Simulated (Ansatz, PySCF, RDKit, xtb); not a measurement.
**CH4N+: a search for the lowest isomer**

Given the formula CH4N+ (charge +1) and nothing else, which arrangement of the atoms is the most stable in the gas at 1000 K, and what are its properties?

Plan: many cheap relaxations first (GFN2-xTB), then density-functional screening, relaxation at B3LYP-D3(BJ)/def2-SVP, vibrations and a final energy. The numbers are computed, not measured.

4 further runs of the same task are left out: 4 set aside as unsound or not needed.

### Step 1. Possible bonding patterns

A program enumerates the bonding patterns with one Lewis structure each (two rings at most, one unusual centre or charged pair), with their diastereomers. O–O, O–halogen and N–halogen bonds and N–N–N chains are not drawn. That gives 3 candidates.

```csv
label,SMILES,spin
c022,[CH][NH3+],singlet
c675,[CH][NH3+],triplet
c893,C=[NH2+],singlet
```

Candidates are built by distance geometry, with a force field where one applies, in up to four conformers (letters a to d). 1 start with atoms placed at random is added, to find patterns that the rules miss.

Q: Predict the outcome of this search (final energies at CCSD(T)/def2-TZVPP).

| quantity | value |
| --- | --- |
| lowest structure found | C=[NH2+], singlet, C2v |
| next finalist | [CH][NH3+], triplet, 79.3 kcal/mol higher in G |
| share at equilibrium, among the finalists | 100.0 % |
| harmonic wavenumbers, lowest and highest (B3LYP-D3(BJ)/def2-SVP) | 937 and 3550 cm⁻¹ |
| rotational constants, same geometry | 5.021, 1.041, 0.8623 cm⁻¹ |
| HOMO energy (PBE0/def2-TZVPD) | -18.14 eV |
| LUMO energy (PBE0/def2-TZVPD) | -8.56 eV |
| HOMO–LUMO gap (PBE0/def2-TZVPD) | 9.58 eV |
| lowest excitation (TD-PBE0/def2-SVPD) | 7.77 eV (f = 0.000) |
| strongest of the states computed, same level | 9.50 eV (f = 0.297) |
| lowest triplet excitation, same level, Tamm-Dancoff | 5.51 eV |
| vertical ionisation energy | 21.09 eV |
| vertical recombination energy (electron added) | 5.93 eV |
| vertical triplet less singlet | +5.57 eV |

The lowest structure found is `C=[NH2+]`. The margin of 79.3 kcal/mol over the next finalist is beyond the usual error of the last level; it says nothing of structures that weren't ranked. HF/STO-3G, r2SCAN-D4/def2-SVP, B3LYP-D3(BJ)/def2-SVP, HF/def2-TZVPP and MP2/def2-TZVPP already put its bonding pattern lowest among the structures in one piece. The search is not exhaustive (a finite list of starts, one conformer a finalist), so a lower isomer can't be ruled out. Patterns outside the rules of the enumeration were met only by chance.
